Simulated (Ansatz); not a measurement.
Correlation energies of `[BH]S` radical by basis set

| atom | x (Å) | y (Å) | z (Å) |
| --- | --- | --- | --- |
| B1 | -0.544 | 0.249 | 0.695 |
| S2 | -0.139 | 0.614 | -0.951 |
| H3 | -0.146 | -0.560 | 1.466 |
| H4 | 0.829 | -0.302 | -1.210 |

Total charge 0; spin multiplicity 2. The structure was optimised at the PBE0-D4/def2-TZVP level. Frozen core, unrestricted reference, Ansatz. CBS rows extrapolate triple and quadruple zeta.

```
      basis     HF (Eh)  MP2 corr.
   def2-SVP  -423.18954   -0.19700
 def2-TZVPP  -423.35557   -0.25538
 def2-QZVPP  -423.36791   -0.27623
cc-pV(D+d)Z  -423.34216   -0.19973
cc-pV(T+d)Z  -423.36229   -0.25539
cc-pV(Q+d)Z  -423.36735   -0.27589
```

Q: Estimate the CCSD correlation energy and the (T) correction in each basis where they were run (hartree).

A: 
| basis | CCSD corr. | (T) |
| --- | --- | --- |
| def2-SVP | -0.22709 | -0.00698 |
| def2-TZVPP | -0.28652 | -0.01272 |
| def2-QZVPP | -0.30406 | -0.01443 |
| CBS(def2) | -0.31705 | -0.01569 |
| cc-pV(D+d)Z | -0.23119 | -0.00729 |
| cc-pV(T+d)Z | -0.28646 | -0.01274 |
| cc-pV(Q+d)Z | -0.30379 | -0.01440 |
| CBS(cc) | -0.31612 | -0.01557 |
